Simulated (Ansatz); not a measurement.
Born–Oppenheimer molecular dynamics of H4OSi (6 atoms, charge 0, multiplicity 1). It starts at the highest image of a converged band. Of that band: Neighbouring images differ by up to 1.3 eV, so the band resolves the path poorly. A vibrational analysis at the climbing image gives one clearly imaginary mode, 1106i cm⁻¹: a first-order saddle point.

The calculation used RKS PBE/def2-TZVP (Ansatz 0.2.0).

```
ensemble                      : NVE (velocity Verlet)
time step                     : 0.5 fs
steps asked                   : 200
starting velocities drawn for : 300 K
seed                          : 3981
```

Frames 1 fs apart, positions in Å, forces in eV/Å.

Velocities at 25 fs (Å/ps):

```
Si 0.48 -2.99 6.61
H 15.46 -36.99 16.97
H -81.40 -0.55 -48.57
O -0.11 1.67 -6.07
H 11.50 22.86 -21.90
H 42.77 71.64 -34.34
```

```xyz
6
Properties=species:S:1:pos:R:3:forces:R:3 time_fs=25 energy_less_start_eV=-1.008 T=2249
Si 0.256 -0.063 -0.366 -0.14 -0.19 -4.31
H -0.173 -0.378 1.083 0.89 0.04 -0.66
H 1.519 0.148 -1.385 -0.07 0.41 2.24
O -0.746 1.250 -0.895 0.32 -0.57 2.40
H -1.035 1.577 0.006 -0.16 0.20 -1.29
H 0.078 -1.185 -1.496 -0.84 0.11 1.62
6
Properties=species:S:1:pos:R:3:forces:R:3 time_fs=26 energy_less_start_eV=-0.815 T=1876
Si 0.256 -0.066 -0.361 -0.41 0.21 -4.09
H -0.153 -0.415 1.097 0.89 0.09 -0.83
H 1.438 0.149 -1.423 0.52 0.56 2.20
O -0.746 1.251 -0.900 0.46 -0.82 1.99
H -1.024 1.601 -0.022 -0.34 0.40 -0.74
H 0.117 -1.114 -1.522 -1.12 -0.44 1.47
6
Properties=species:S:1:pos:R:3:forces:R:3 time_fs=27 energy_less_start_eV=-0.634 T=1527
Si 0.257 -0.069 -0.356 -0.72 0.65 -3.65
H -0.125 -0.451 1.102 0.86 0.12 -0.91
H 1.362 0.156 -1.440 1.15 0.71 2.03
O -0.745 1.252 -0.904 0.63 -1.17 1.34
H -1.017 1.629 -0.056 -0.56 0.69 0.01
H 0.144 -1.046 -1.535 -1.36 -1.00 1.18
6
Properties=species:S:1:pos:R:3:forces:R:3 time_fs=28 energy_less_start_eV=-0.486 T=1241
Si 0.257 -0.071 -0.353 -1.06 1.08 -3.04
H -0.088 -0.486 1.099 0.79 0.14 -0.88
H 1.297 0.170 -1.437 1.79 0.83 1.72
O -0.745 1.252 -0.908 0.71 -1.46 0.83
H -1.015 1.663 -0.090 -0.70 0.93 0.58
H 0.159 -0.989 -1.537 -1.53 -1.53 0.78
6
Properties=species:S:1:pos:R:3:forces:R:3 time_fs=29 energy_less_start_eV=-0.416 T=1107
Si 0.256 -0.074 -0.351 -1.40 1.45 -2.39
H -0.044 -0.519 1.088 0.70 0.15 -0.75
H 1.249 0.192 -1.418 2.37 0.94 1.33
O -0.744 1.252 -0.911 0.59 -1.45 0.85
H -1.020 1.707 -0.120 -0.63 0.88 0.58
H 0.159 -0.945 -1.531 -1.62 -1.96 0.36
6
Properties=species:S:1:pos:R:3:forces:R:3 time_fs=30 energy_less_start_eV=-0.459 T=1190
Si 0.256 -0.075 -0.349 -1.67 1.70 -1.94
H 0.007 -0.551 1.070 0.58 0.13 -0.50
H 1.224 0.223 -1.387 2.80 0.99 0.96
O -0.742 1.250 -0.913 0.25 -1.06 1.39
H -1.030 1.758 -0.144 -0.33 0.45 0.05
H 0.144 -0.921 -1.522 -1.62 -2.20 0.04
6
Properties=species:S:1:pos:R:3:forces:R:3 time_fs=31 energy_less_start_eV=-0.623 T=1506
Si 0.254 -0.077 -0.349 -1.77 1.80 -1.92
H 0.063 -0.582 1.046 0.44 0.11 -0.17
H 1.225 0.263 -1.346 2.95 0.93 0.74
O -0.741 1.248 -0.914 -0.16 -0.46 2.04
H -1.044 1.814 -0.167 0.04 -0.20 -0.60
H 0.113 -0.917 -1.512 -1.51 -2.18 -0.09
6
Properties=species:S:1:pos:R:3:forces:R:3 time_fs=32 energy_less_start_eV=-0.895 T=2032
Si 0.252 -0.077 -0.349 -1.61 1.79 -2.38
H 0.123 -0.611 1.022 0.30 0.07 0.19
H 1.254 0.311 -1.297 2.71 0.73 0.75
O -0.739 1.246 -0.915 -0.50 0.08 2.44
H -1.057 1.867 -0.197 0.36 -0.79 -1.02
H 0.068 -0.934 -1.502 -1.27 -1.88 0.03
6
Properties=species:S:1:pos:R:3:forces:R:3 time_fs=33 energy_less_start_eV=-1.230 T=2677
Si 0.250 -0.077 -0.349 -1.20 1.72 -3.13
H 0.186 -0.640 0.999 0.17 0.06 0.49
H 1.309 0.367 -1.242 2.09 0.36 0.93
O -0.738 1.244 -0.913 -0.67 0.35 2.47
H -1.067 1.913 -0.235 0.54 -1.14 -1.08
H 0.011 -0.969 -1.493 -0.93 -1.35 0.31
6
Properties=species:S:1:pos:R:3:forces:R:3 time_fs=34 energy_less_start_eV=-1.544 T=3282
Si 0.247 -0.077 -0.351 -0.64 1.62 -3.78
H 0.251 -0.669 0.981 0.04 0.08 0.66
H 1.384 0.426 -1.177 1.21 -0.10 1.14
O -0.737 1.242 -0.911 -0.64 0.26 2.15
H -1.072 1.949 -0.284 0.55 -1.14 -0.80
H -0.056 -1.017 -1.480 -0.53 -0.72 0.64
6
Properties=species:S:1:pos:R:3:forces:R:3 time_fs=35 energy_less_start_eV=-1.755 T=3688
Si 0.244 -0.076 -0.354 -0.05 1.49 -4.06
H 0.317 -0.696 0.968 -0.09 0.17 0.64
H 1.471 0.484 -1.102 0.28 -0.55 1.23
O -0.737 1.240 -0.907 -0.41 -0.24 1.56
H -1.071 1.974 -0.341 0.39 -0.75 -0.27
H -0.127 -1.072 -1.462 -0.12 -0.11 0.90
6
Properties=species:S:1:pos:R:3:forces:R:3 time_fs=36 energy_less_start_eV=-1.818 T=3811
Si 0.240 -0.074 -0.359 0.47 1.29 -3.88
H 0.381 -0.722 0.962 -0.24 0.32 0.47
H 1.560 0.537 -1.015 -0.54 -0.92 1.14
O -0.737 1.237 -0.902 -0.06 -1.04 0.87
H -1.067 1.992 -0.400 0.13 -0.07 0.35
H -0.199 -1.127 -1.434 0.24 0.42 1.05
```

Of the whole run (100 fs, mean temperature of the second half 2560 K): The conserved energy stayed within 0.53 meV per atom of its start (net change -0.31 meV per atom), so the integration is sound. The kinetic energy rose, since the run started high on the potential surface and went downhill. A run of 0.1 ps of so small a system gives no equilibrium averages. The orbitals stay closed-shell, which can raise the energy where a bond breaks towards radicals; this wasn't checked here.

Run time: 82 s on 2 threads of Intel(R) Xeon(R) 6975P-C (Granite Rapids), on a shared host, peak memory 0.14 GiB.
